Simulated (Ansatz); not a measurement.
Relaxation of CHClLi (4 atoms, charge 1, multiplicity 1), to a largest force component of 0.02 eV/Å in at most 40 steps.

These are results of Ansatz 0.2.0, RKS B3LYP/6-31G*, not measurements.

```xyz
4
Properties=species:S:1:pos:R:3
Li 1.323 -0.755 1.189
C -0.186 -0.124 -0.108
Cl -0.090 1.446 -0.446
H -1.047 -0.568 -0.636
```

Q: Where does it end, and by what steps?

A: The forces met the threshold. After 4 steps the energy has fallen by 0.088 eV; Cl3 moved furthest, 0.16 Å.

```csv
step,energy less start (eV),largest force component (eV/Å),accepted
0,0.0000,1.962,yes
1,-0.0762,0.777,yes
2,-0.0172,0.895,no
3,-0.0870,0.107,yes
4,-0.0875,0.019,yes
```

```xyz
4
Properties=species:S:1:pos:R:3
Li 1.315 -0.880 1.216
C -0.145 -0.070 -0.090
Cl -0.185 1.530 -0.539
H -0.985 -0.580 -0.586
```

Whether the end is a true minimum wasn't checked by a vibrational analysis.

The run took 10 s on 1 thread of Arm Neoverse V1 (shared host), peak memory 0.12 GiB.
